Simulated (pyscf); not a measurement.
Thermochemistry of product channels of `[Cl][ZrH]([Cl])[Cl]` + `[H]` [doublet] on the doublet surface, in kcal/mol, from ωB97M-D3(BJ)/def2-TZVP energies (ideal gas, 1 atm, RRHO with modes under 100 cm⁻¹ raised to 100, one conformer, R ln 2 for rigid chiral ones). PySCF, gas phase, ωB97X-D3(BJ)/def2-SVP geometries.

| products | ΔE | ΔH(298 K) | ΔG(298 K) | ΔG(600 K) |
|---|---|---|---|---|
| `[Cl][Zr]([Cl])[Cl]` [doublet] + `[H][H]` | (withheld) | -34.2 | -35.0 | (withheld) |
| `[ClH]` + `[Cl][ZrH][Cl]` [doublet] | +11.9 | +14.4 | +11.0 | +7.8 |
| `[Cl]` [doublet] + `[Cl][Zr][Cl]` [triplet] + `[H][H]` | +85.4 | +87.4 | +77.8 | +68.2 |
| `[Cl]` [doublet] + `[Cl][ZrH2][Cl]` | (withheld) | +46.7 | +45.6 | +44.9 |
| `[ClH]` + `[Cl][ZrH]` [triplet] + `[Cl]` [doublet] | +136.3 | +138.1 | +126.4 | +115.0 |

Q: Some entries are withheld; supply them.

A: 
- `[Cl][Zr]([Cl])[Cl]` [doublet] + `[H][H]`, ΔE: -36.8
- `[Cl][Zr]([Cl])[Cl]` [doublet] + `[H][H]`, ΔG(600 K): -35.7
- `[Cl]` [doublet] + `[Cl][ZrH2][Cl]`, ΔE: +44.6

These are energies of the channels, which say nothing of barriers. Left out: orbital degeneracy and the spin-orbit lowering of Cl. Open-shell species with a d-block atom are single-reference here; other states, and whether the spin sits on metal or ligand, were not checked. Elements past Kr carry the def2 core potentials, without spin-orbit coupling.
